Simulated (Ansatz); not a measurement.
Y, hcp: geometry optimisation

These are results of DFT, r2SCAN, plane waves (500 eV) with PAW, scalar-relativistic (Ansatz 0.2.0), not measurements. The PAW files were generated under PBE, with cores re-solved for the functional.

k-point mesh 10×10×6, Fermi-Dirac smearing 0.05 eV, starting moments 1.00 ×2 μB. Cell and atoms relax.

Starting structure:

```yaml
crystal:
  lattice:
    - [3.647399542, 0.0, 0.0]
    - [-1.823699771, 3.1587406611, 0.0]
    - [0.0, 0.0, 5.7306]
  atoms:
    - { symbol: "Y", position: [0.3333333333, 0.6666666667, 0.25], spin: 1.0 }
    - { symbol: "Y", position: [0.6666666667, 0.3333333333, 0.75], spin: 1.0 }
hamiltonian:
  xc: r2scan
  pseudopotentials:
    kind: paw
    azcp:
      "Y": "pseudopotentials/Y.paw.azcp"
basis:
  ecutwfc: 500
  fft_grid_basis: typed
kpoints:
  mp_grid: { grid: [10, 10, 6], shift: [0, 0, 0] }
magnetization:
  spin_polarized: true
scf:
  occupations: { method: fermi_dirac, width: 0.05 }
relax:
  max_steps: 60
  f_tol: 0.01
  cell: {}
```

Question: The pressure at the start is 0.8 GPa. By how much does the volume change?

Answer: From 33.01 to 33.72 Å³ per atom, 2.2 %. The final cell has a = 3.640 Å, c = 5.877 Å (c/a = 1.614).

Question: How much energy does the relaxation gain?

Answer: 5.2 meV per atom.

Path of the relaxation (the plane waves are chosen anew near the end, which can shift the energy a little):

```json
{"step": "0", "E − E(final) (meV/atom)": "5.18", "V (Å³/atom)": "33.012", "P (GPa)": "0.84", "max force (eV/Å)": "0.000"}
{"step": "1", "E − E(final) (meV/atom)": "0.21", "V (Å³/atom)": "33.720", "P (GPa)": "0.01", "max force (eV/Å)": "0.000"}
{"step": "2", "E − E(final) (meV/atom)": "0.10", "V (Å³/atom)": "33.723", "P (GPa)": "0.02", "max force (eV/Å)": "0.000"}
{"step": "3", "E − E(final) (meV/atom)": "0.00", "V (Å³/atom)": "33.723", "P (GPa)": "0.02", "max force (eV/Å)": "0.000"}
```

Question: Which magnetic state does it end in?

Answer: ferromagnetic, net 0.66 μB per atom; moments 0.40 ×2 μB.

Real yttrium is paramagnetic; a moment here is an artefact of the functional.
